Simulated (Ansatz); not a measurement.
Results of RPBE (Ansatz, a first-principles code, PAW) for bcc Cs.

Settings: plane-wave cutoff 520 eV, 14×14×14 k mesh, Fermi–Dirac smearing 0.05 eV, scalar-relativistic PAW data made under PBE.

Results at a series of volumes:

| V (Å³/atom) | E − E_lowest (meV/atom) |
|---|---|
| 123.743 | 2.71 |
| 126.376 | 1.17 |
| 129.009 | 0.29 |
| 131.642 | 0.00 |
| 134.275 | 0.26 |
| 136.908 | 1.01 |
| 139.540 | 2.22 |

Question: What bulk modulus B0 and pressure derivative B′ does a third-order Birch–Murnaghan fit give?

Answer: V0 = 131.676 Å³/atom, B0 = 1.65 GPa, B′ = 3.6 (fit to the energies at full precision).

Measured, for comparison: bulk modulus 2.11 GPa (corrected for temperature and zero-point phonon effects, our sources range from 2.11 to 2.35; as tabulated in Levämäki et al. (2014), arXiv:1402.3671); equilibrium volume per atom 110.12 Å³/atom (low-temperature or extrapolated to 0 K; zero-point anharmonic expansion removed; as tabulated in Csonka et al. (2009), arXiv:0903.4037). Computed (rounded) less measured: bulk modulus -22 % (-22 % to -30 % over the range), equilibrium volume per atom +19.6 %.

Note: the cell is over a tenth larger than the published one: the level's own overestimate first of all, though another phase or state, or a fault of the published cell, is possible.

Spin–orbit coupling is not included.

Computing time: roughly 110 core-seconds.
